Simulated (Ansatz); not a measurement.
The same path of CH₅BS (8 atoms, charge 0, multiplicity 1) was run twice with different band settings. The coordinate that changes most is the dihedral H5–C1–B2–S3.

These are results of RKS PBE/6-31G in Ansatz, not measurements.

Relaxed end points:

```xyz
8
Properties=species:S:1:pos:R:3
C -0.635 0.868 -0.273
B 0.339 -0.350 -0.171
S 0.580 -1.190 1.444
H -1.414 0.659 -1.033
H -0.085 1.753 -0.652
H -1.135 1.148 0.669
H 0.952 -0.774 -1.115
H 1.491 -2.170 1.074
```

```xyz
8
Properties=species:S:1:pos:R:3
C -0.842 0.708 -0.139
B 0.175 -0.478 -0.064
S 1.861 -0.191 0.611
H -1.184 0.839 -1.185
H -0.462 1.675 0.228
H -1.753 0.449 0.437
H -0.094 -1.591 -0.433
H 2.390 -1.468 0.489
```

Common settings: movable images 7; climbing image yes; spring 5.0 eV/Å²; optimiser quadratic models (default); force threshold 0.05 eV/Å; iteration limit 60; end points relaxed.

| run | start path |
| --- | --- |
| 1 | IDPP |
| 2 | straight line |

Task: What does each run give, and how far can it be trusted?

Result: Run 1: converged after 4 iterations, highest image 0.044 eV above the first end. A vibrational analysis at the climbing image gives one clearly imaginary mode, 155i cm⁻¹: a first-order saddle point.
Run 2: converged after 6 iterations, highest image 0.044 eV above the first end. Another band between the same ends (7 images) ends at a top of the same energy, where a vibrational analysis finds 1 clearly imaginary mode.
Limits of this set-up: no polarisation functions.
